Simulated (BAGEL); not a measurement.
# C3H3NS (thiazole) at HF/6-31G(d) (density fitting with qzvpp-jkfit, spherical functions)

Aim: the energy change on altering one bond length of C3H3NS (thiazole) at HF/6-31G* (density fitting with qzvpp-jkfit, spherical functions), from 2 runs. 

The calculation is run with BAGEL 1.2.2.

**1. The molecule**

C3H3NS has 8 atoms, charge 0, and is taken as a singlet. As SMILES, `c1cscn1`. The shape is that of a PBE0-D4/def2-TZVP optimisation.

Bond lengths: C1–C2 1.361 Å, C2–S3 1.704 Å, S3–C4 1.716 Å, C1–N5 1.363 Å, C4–N5 1.296 Å, C1–H6 1.082 Å, C2–H7 1.079 Å, C4–H8 1.082 Å. Some angles: C1–C2–S3 109.5°, C2–C1–N5 115.8°, C2–S3–C4 89.4°, S3–C4–N5 115.0°, C1–N5–C4 110.4°, C1–C2–H7 128.7°, S3–C2–H7 121.8°, C2–C1–H6 124.8°, N5–C1–H6 119.4°, S3–C4–H8 121.0°.

**2. A single-point energy at HF/6-31G(d) (density fitting with qzvpp-jkfit, spherical functions)**

The input, input.json:

```json
{ "bagel" : [

{
  "title" : "molecule",
  "basis" : "6-31gs.json",
  "df_basis" : "qzvpp-jkfit",
  "angstrom" : true,
  "geometry" : [
    { "atom" : "C", "xyz" : [      -0.315900,       0.794600,       0.466600 ] },
    { "atom" : "C", "xyz" : [       0.996500,       0.480400,       0.288700 ] },
    { "atom" : "S", "xyz" : [       1.117900,      -0.982000,      -0.578300 ] },
    { "atom" : "C", "xyz" : [      -0.594400,      -1.067400,      -0.640100 ] },
    { "atom" : "N", "xyz" : [      -1.212700,      -0.085900,      -0.061700 ] },
    { "atom" : "H", "xyz" : [      -0.675700,       1.673200,       0.985500 ] },
    { "atom" : "H", "xyz" : [       1.870300,       1.021500,       0.615600 ] },
    { "atom" : "H", "xyz" : [      -1.093800,      -1.891400,      -1.132100 ] }
  ]
},

{ "title" : "hf" },

{ "title" : "print", "file" : "orbitals.molden", "orbitals" : true }

]}
```

The basis set 6-31G* is read from a file made from the Basis Set Exchange's data (not shown).

Started as:

```
$ BAGEL_NUM_THREADS=1 BAGEL input.json > input.out
```

The program printed:

```text
* using 1 threads per process

  ===============================================================
  ===============================================================

  *** Geometry ***

  { "atom" : "C", "xyz" : [     -0.596964,      1.501576,      0.881746 ] },
  { "atom" : "C", "xyz" : [      1.883112,      0.907824,      0.545564 ] },
  { "atom" : "S", "xyz" : [      2.112525,     -1.855711,     -1.092829 ] },
  { "atom" : "C", "xyz" : [     -1.123253,     -2.017094,     -1.209614 ] },
  { "atom" : "N", "xyz" : [     -2.291671,     -0.162327,     -0.116596 ] },
  { "atom" : "H", "xyz" : [     -1.276888,      3.161890,      1.862325 ] },
  { "atom" : "H", "xyz" : [      3.534355,      1.930355,      1.163315 ] },
  { "atom" : "H", "xyz" : [     -2.066982,     -3.574228,     -2.139359 ] },

  Number of auxiliary basis functions:      484

  Since a DF basis is specified, we compute 2- and 3-index integrals:
    o Being stored without compression. Storage requirement is 0.025 GB

  Number of basis functions:       80
  Number of electrons      :       44

    * METHOD: MOLECULE                             0.25

  *** RHF ***

  === Nuclear Repulsion ===
   206.4869312932

      * DIIS with orbital gradients will be used.

  === RHF iteration (6-31gs.json) ===
      0       -567.10040012          0.01817272           0.06
      1       -567.19736633          0.01357600           0.06
      2       -567.28109142          0.00217764           0.06
      3       -567.28484660          0.00067290           0.06
      4       -567.28519009          0.00022321           0.06
      5       -567.28528980          0.00008517           0.06
      6       -567.28530482          0.00003647           0.06
      7       -567.28530631          0.00001326           0.06
      8       -567.28530659          0.00000400           0.05
      9       -567.28530662          0.00000158           0.06
     10       -567.28530662          0.00000060           0.06
     11       -567.28530662          0.00000026           0.06
     12       -567.28530662          0.00000013           0.06
     13       -567.28530662          0.00000006           0.06
     14       -567.28530662          0.00000003           0.06
     15       -567.28530662          0.00000001           0.06
     16       -567.28530662          0.00000001           0.06
    * SCF iteration converged.

    * Permanent dipole moment:
           (   -0.607256,     0.020487,     0.008145) a.u.

    * METHOD: HF                                   1.11

    * METHOD: PRINT                                0.02

  ===============================================================
```

Run time: 1.5 s. Hardware: 1 thread of Arm Neoverse V1, shared host; peak memory 0.11 GiB.

**3. The distorted shape, same level**

The input, calc.json:

```json
{ "bagel": [

{
  "title": "molecule",
  "basis": "6-31gs.json",
  "df_basis": "qzvpp-jkfit",
  "angstrom": "true",
  "geometry": [
    { "atom": "C", "xyz": [   -0.136016,    0.355340,    0.207174 ] },
    { "atom": "C", "xyz": [    1.176384,    0.041140,    0.029274 ] },
    { "atom": "S", "xyz": [    1.297784,   -1.421260,   -0.837726 ] },
    { "atom": "C", "xyz": [   -0.414516,   -1.506660,   -0.899526 ] },
    { "atom": "N", "xyz": [   -1.032816,   -0.525160,   -0.321126 ] },
    { "atom": "H", "xyz": [   -0.675700,    1.673200,    0.985500 ] },
    { "atom": "H", "xyz": [    2.050184,    0.582240,    0.356174 ] },
    { "atom": "H", "xyz": [   -0.913916,   -2.330660,   -1.391526 ] }
  ]
},
{ "title": "hf" },
{ "title": "print", "file": "orbitals.molden", "orbitals": "true" }

]}
```

The basis set 6-31G* is read from a file made from the Basis Set Exchange's data (not shown).

Started as:

```
$ BAGEL_NUM_THREADS=1 BAGEL calc.json > calc.out
```

The program printed:

```text
* using 1 threads per process

  ===============================================================
  ===============================================================

  *** Geometry ***

  { "atom" : "C", "xyz" : [     -0.257033,      0.671495,      0.391502 ] },
  { "atom" : "C", "xyz" : [      2.223044,      0.077743,      0.055320 ] },
  { "atom" : "S", "xyz" : [      2.452456,     -2.685792,     -1.583073 ] },
  { "atom" : "C", "xyz" : [     -0.783322,     -2.847175,     -1.699858 ] },
  { "atom" : "N", "xyz" : [     -1.951739,     -0.992409,     -0.606840 ] },
  { "atom" : "H", "xyz" : [     -1.276888,      3.161890,      1.862325 ] },
  { "atom" : "H", "xyz" : [      3.874286,      1.100274,      0.673071 ] },
  { "atom" : "H", "xyz" : [     -1.727051,     -4.404309,     -2.629603 ] },

  Number of auxiliary basis functions:      484

  Since a DF basis is specified, we compute 2- and 3-index integrals:
    o Being stored without compression. Storage requirement is 0.025 GB

  Number of basis functions:       80
  Number of electrons      :       44

    * METHOD: MOLECULE                             0.25

  *** RHF ***

  === Nuclear Repulsion ===
   204.4440678138

      * DIIS with orbital gradients will be used.

  === RHF iteration (6-31gs.json) ===
      0       -567.00533009          0.01798732           0.06
      1       -567.10435116          0.01347805           0.06
      2       -567.18709561          0.00231577           0.06
      3       -567.19120792          0.00081929           0.06
      4       -567.19167650          0.00024383           0.06
      5       -567.19179535          0.00009513           0.06
      6       -567.19181660          0.00003815           0.06
      7       -567.19181854          0.00001309           0.06
      8       -567.19181880          0.00000474           0.06
      9       -567.19181884          0.00000204           0.06
     10       -567.19181884          0.00000096           0.06
     11       -567.19181884          0.00000036           0.06
     12       -567.19181884          0.00000016           0.06
     13       -567.19181884          0.00000007           0.06
     14       -567.19181884          0.00000003           0.06
     15       -567.19181884          0.00000001           0.06
     16       -567.19181884          0.00000001           0.06
    * SCF iteration converged.

    * Permanent dipole moment:
           (   -0.664161,     0.179296,     0.102009) a.u.

    * METHOD: HF                                   1.11

    * METHOD: PRINT                                0.02

  ===============================================================
```

It took 1.5 s on 1 thread of Arm Neoverse V1, shared host; peak memory 0.11 GiB.

**4. Outcome**

At HF/6-31G* (density fitting with qzvpp-jkfit, spherical functions):

```
                                                         quantity          value
                                        first shape: total energy  -567.28531 Eh
                                       first shape: dipole moment         1.54 D
                                         first shape: HOMO energy       -9.32 eV
                                         first shape: LUMO energy        3.25 eV
                                       first shape: HOMO–LUMO gap       12.57 eV
                                    distorted shape: total energy  -567.19182 Eh
                                   distorted shape: dipole moment         1.77 D
                                     distorted shape: HOMO energy       -9.47 eV
                                     distorted shape: LUMO energy        3.13 eV
                                   distorted shape: HOMO–LUMO gap       12.60 eV
energy change with the C1–H6 bond stretched from 1.082 to 1.623 Å       2.544 eV
```

With the C1–H6 bond stretched from 1.082 to 1.623 Å the energy rises by 2.54 eV (245 kJ/mol). The first shape isn't relaxed at this level, so the change isn't measured from a minimum.
